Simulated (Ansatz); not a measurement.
System: bcc Fe. Method: PBEsol (plane waves, PAW; Ansatz, a first-principles code).

Run with plane-wave cutoff 520 eV, 20×20×20 k mesh, Fermi–Dirac smearing 0.1 eV, perturbation theory, spin-polarised with parallel moments, scalar-relativistic PAW data made under PBE.

The cell has the measured lattice parameters. Conventional cell: a = 2.8665 Å, b = 2.8665 Å, c = 2.8665 Å, α = 90.00°, β = 90.00°, γ = 90.00°.

Fe has the cubic space group Im-3m (No. 229), the bcc (W type) structure, Pearson symbol cI2. Cell: a = b = c = 2.866 Å, α = β = γ = 90.00°. Fe on 2a is surrounded by 8 Fe at 2.482 Å and 6 Fe at 2.866 Å. (Neighbours: up to the widest gap in distance over summed covalent radii, below 1.35, at either atom.)
(The calculation used a cell of 1 atom; values per cell refer to that cell.)

Harmonic phonon frequencies (cm⁻¹; i marks an imaginary mode):

| q point | frequencies |
|---|---|
| H | … |
| N | 169 204 277 |
| P | 222 222 222 |

**Question.** Complete the blanks.

**Answer.** 
- H, frequencies: 275 275 275

No imaginary mode appears at these points.

Note: the cell isn't this level's own, so it is under some stress, which shifts stiffness and frequencies.
